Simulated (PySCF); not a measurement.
## How methods differ on the ionisation energy of Ar

Ar [Ar] (1S) → Ar⁺ [Ne] 3s2 3p5 (2P), as a difference of total energies. All numbers are calculated (PySCF 2.14, no relativity, point nucleus, in aug-cc-pV(D+d)Z). Correlated levels: valence: [Ne] frozen. The calculations carry no spin-orbit coupling.

```csv
method,ionisation energy (eV),error (eV)
UHF,14.674,-1.145
MP2 (valence),15.664,-0.155
SCS-MP2 (valence),15.562,-0.257
CCSD (valence),15.492,-0.327
CCSD(T) (valence),15.517,-0.302
CCSDT (valence),15.514,-0.305
```

Reference: 15.819 eV (measured; NIST levels, between the centres of gravity of the two terms).

Errors of the correlated levels include the incompleteness of this basis and the frozen core.
